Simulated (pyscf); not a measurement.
Structures and frequencies: ωB97X-D3(BJ)/def2-SVP in PySCF.

For the elementary gas-phase step AlH₃ + HO–GeH₂–Cl → H₂Al–Cl + HO–GeH₃ (singlet surface; Al–H, Cl–Ge broken, Al–Cl, Ge–H formed), what barrier and reaction energy does ωB97M-D3(BJ)/def2-TZVP give, measured from the separated reactants?

ΔE‡ = -6.8 kcal/mol, ΔE = -20.3 kcal/mol. Zero-point energy shifts the barrier by -0.3 kcal/mol. It is a four-centre exchange, with an imaginary mode of 778i cm⁻¹. On the reactant side the descent ends in an adduct with a Al–O, Al–Ge contact, 28.3 kcal/mol under the separated species and 19.1 kcal/mol under the saddle at ωB97X-D3(BJ)/def2-TZVP. On the product side the descent ends in an adduct with a Al–O contact (not fully relaxed), 24.8 kcal/mol under the separated species and 35.1 kcal/mol under the saddle at ωB97X-D3(BJ)/def2-TZVP. At ωB97M-D3(BJ) the saddle lies under the separated reactants, which points to a path from their complex (located at ωB97X-D3(BJ) alone). At ωB97X-D3(BJ) the barrier from the zero used here is -9.2 kcal/mol. This is the saddle that the search found; another between the same sides may lie lower. Elements up to Kr have no core potential and no relativistic terms here.
